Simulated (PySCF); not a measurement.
Relaxation of doublet ClH₄

These are results of UPBE0/[Cl def2-TZVP, H def2-TZVP], no relativity, density fitting, PySCF, not measurements. A (50,194) grid was used.

A start at or just off a symmetric point, pushed along the force that breaks its symmetry, of C2v symmetry, free to break it:

```xyz
5
charge 0 multiplicity 2, angstrom
Cl    0.0090   -0.0090    0.0000
H     1.4097    0.0710    1.0125
H    -1.5886    0.0636    1.1152
H    -0.0634    1.5887   -1.1152
H    -0.0712   -1.4097   -1.0125
```

Optimiser trace:
| step | E − E(last) (kJ/mol) | largest gradient (Eh/bohr) |
| --- | --- | --- |
| 0 | 676.31 | 0.05353 |
| 2 | 525.92 | 0.01261 |
| 4 | 504.87 | 0.00311 |
| 6 | 500.38 | 0.00155 |
| 8 | 496.32 | 0.00856 |
| 10 | 485.65 | 0.02712 |
| 12 | 462.20 | 0.01448 |
| 14 | 441.49 | 0.00572 |
| 16 | 436.86 | 0.00518 |
| 18 | 435.80 | 0.00108 |
| 20 | 435.52 | 0.00052 |
| 22 | 435.38 | 0.00097 |
| 24 | 435.30 | 0.00087 |
| 26 | 435.21 | 0.00095 |
| 28 | 435.07 | 0.00105 |
| 30 | 434.88 | 0.00121 |
| 32 | 434.57 | 0.00146 |
| 34 | 434.00 | 0.00191 |
| 36 | 432.77 | 0.00275 |
| 38 | 428.44 | 0.00463 |
| 40 | 364.54 | 0.04009 |
| 42 | 13.35 | 0.06088 |
| 44 | 1.32 | 0.00479 |
| 46 | 0.68 | 0.00265 |
| 48 | 0.11 | 0.00148 |
| 50 | 0.02 | 0.00037 |
| 52 | 0.00 | 0.00019 |

It ends at C1 with Cl–H 1.279 Å, H–H 0.746 Å. The molecule has come apart into ClH + H₂ + H. No frequency check is given, so it may be a saddle point.

The relaxation took about 110 core-seconds on a shared host.
